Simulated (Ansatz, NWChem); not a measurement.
## Ansatz → NWChem

Ansatz 0.2.0 runs this on C2H4F2 (1,1-difluoroethane):

job.yaml:
```yaml
crystal:
  periodic: [false, false, false]
  atoms:
    - {symbol: C, position_ang: [0.003300, 0.777600, 0.023300]}
    - {symbol: C, position_ang: [-0.052000, -0.718200, -0.008200]}
    - {symbol: F, position_ang: [0.925500, -1.243400, 0.779100]}
    - {symbol: F, position_ang: [0.168200, -1.172100, -1.271900]}
    - {symbol: H, position_ang: [0.981400, 1.111900, -0.325400]}
    - {symbol: H, position_ang: [-0.157200, 1.132800, 1.041800]}
    - {symbol: H, position_ang: [-0.771000, 1.190600, -0.624000]}
    - {symbol: H, position_ang: [-1.006100, -1.136400, 0.329500]}
basis:
  gaussian:
    orbitals: cc-pVDZ
output:
  forces: true
  orbitals: {seedname: orbitals}
correlation:
  method: mp2
  frozen_orbitals: {C: 1, F: 1, H: 0}
accuracy: high
```

```bash
$ ansatz run job.yaml --threads 1 --pin off --max-ram 2610MiB --events-out events.jsonl --progress --plain --runs-dir runs
```

The coordinates come from a PBE0-D4/def2-TZVP relaxation.

It gives a total energy of -277.613490 Eh.

Translate the job to NWChem 7.3.0 as an input file of the program's own.

This input was run:

c2h4f2.nw:
```
start c2h4f2
title "C2H4F2"
memory stack 880 mb heap 220 mb global 1100 mb
geometry units au noautosym nocenter noautoz
   C    0.00623610   1.46945103   0.04403062
   C   -0.09826576  -1.35720130  -0.01549575
   F    1.74894153  -2.34968546   1.47228562
   F    0.31785193  -2.21494799  -2.40354266
   H    1.85457722   2.10118648  -0.61491688
   H   -0.29706495   2.14068175   1.96871668
   H   -1.45697884   2.24990792  -1.17918910
   H   -1.90125345  -2.14748477   0.62266476
end
basis spherical bse
   * library cc-pVDZ
end
scf
   thresh 1e-08
   maxiter 80
   print low
end
mp2
   freeze core 4
   tight
end
task mp2 gradient
```

```bash
$ nwchem c2h4f2.nw > c2h4f2.out
```

Its energy is -277.613490 Eh, 0.000 mEh from the first.
